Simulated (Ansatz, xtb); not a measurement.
**Relative energy of two isomers of H2NOP**

Structure a is `NP=O`, a singlet and structure b is `[H]/N=P/O`, a singlet. Both are isolated molecules in the gas phase, relaxed with PBE0-D3(BJ)/def2-SVP; the shapes shown needn't be the lowest conformers.

a (Å):

```
atom    x (Å)   y (Å)    z (Å)
   N  -1.0305  1.2852  -0.8992
   O  -2.9797  2.9475  -0.8688
   P  -1.8354  2.4687  -0.0413
   H  -1.3265  0.9892  -1.8274
   H  -0.2122  0.8138  -0.5269
```

b (Å):

```json
{"atom": "N", "x (Å)": "-0.8676", "y (Å)": "1.0163", "z (Å)": "-0.4805"}
{"atom": "O", "x (Å)": "-2.5342", "y (Å)": "2.5788", "z (Å)": "-1.5227"}
{"atom": "P", "x (Å)": "-1.2306", "y (Å)": "2.5339", "z (Å)": "-0.5463"}
{"atom": "H", "x (Å)": "-0.0547", "y (Å)": "0.8135", "z (Å)": "0.1044"}
{"atom": "H", "x (Å)": "-2.7574", "y (Å)": "1.6776", "z (Å)": "-1.8143"}
```

Energies in hartree; the thermal terms are from PBE0-D3(BJ)/def2-SVP harmonic frequencies (ideal gas, rigid rotor, one conformer each, 298.15 K, 1 atm) and include the zero-point energy:

|  | a | b |
| --- | --- | --- |
| E, CCSD(T)/def2-TZVPP | −471.949019 | −471.928781 |
| zero-point energy | 0.029911 | 0.029363 |
| H(298 K) − E | 0.034625 | 0.033931 |
| G(298 K) − E | 0.004375 | 0.003914 |

Question: Work out ΔE, ΔE₀, ΔH and ΔG for a → b in kJ/mol (1 Eh = 2625.50 kJ/mol) and the equilibrium ratio [b]/[a].

Answer: 1. ΔE = −471.928781 − (−471.949019) = +0.020238 Eh = +53.13 kJ/mol.
2. ΔE₀ = ΔE + ΔZPE = +0.020238 + (−0.000548) Eh = +51.70 kJ/mol.
3. ΔH = ΔE + (−0.000694) Eh = +51.31 kJ/mol.
4. ΔG = ΔE + (−0.000461) Eh = +51.92 kJ/mol, so ΔS = (ΔH − ΔG)/T = −2.1 J/(mol K).
5. kT = 0.9442 mEh, so K = [b]/[a] = exp(−ΔG/kT) = exp(−20.95) ≈ 8.0 × 10^−10.

Structure a is favoured at this temperature. An error of 4 kJ/mol in ΔG would change K by a factor of 5. Mirror images and further conformers aren't counted.

As drawn, b has 1 N=P, 1 O–P, 1 O–H in place of 1 N–P, 1 O=P, 1 N–H.

Other levels gave ΔE = +43.7 (GFN2-xTB); +8.9 (HF/STO-3G, GFN2-xTB geometries); +53.1 (r2SCAN-D4/def2-SVP, GFN2-xTB geometries); +54.8 (PBE0-D3(BJ)/def2-SVP); +59.8 (HF/def2-TZVPP); +57.4 (MP2/def2-TZVPP) kJ/mol. The correlated steps freeze 7 core orbitals. Programs: Ansatz 0.2.0, xtb 6.7.1.
